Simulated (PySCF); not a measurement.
## Working out the ionisation energy of B

B [He] 2s2 2p1 (2P) → B⁺ [He] 2s2 (1S). Computed with PySCF 2.14 in aug-cc-pVDZ (4s3p2d, 23 functions), with the non-relativistic Hamiltonian (point nucleus). Frozen: 1s2. Energies in hartree (1 hartree = 27.21139 eV):

```csv
part,B (lower),B⁺ (upper)
UHF,-24.530574,-24.235014
CCSD correlation,-0.059620,-0.058677
(T),-0.000909,0.000000
```

Problem. What does Hartree-Fock give?

Solution. (-24.235014) − (-24.530574) = 0.295560 hartree = 8.043 eV.

Problem. What do CCSD and CCSD(T) give?

Solution. The CCSD correlation energies differ by 0.000943 hartree = 0.026 eV and the triples by 0.000909 hartree = 0.025 eV, so CCSD gives 8.069 eV and CCSD(T) 8.094 eV.

Measured between the centres of the two terms (NIST): 8.297 eV, so CCSD(T) (valence) is off by -0.203 eV.

A double-zeta basis recovers only part of the correlation energy.

The coupled-cluster amplitudes are large, so a single reference is strained.

What remains against the reference includes basis incompleteness, the frozen core and higher excitations.
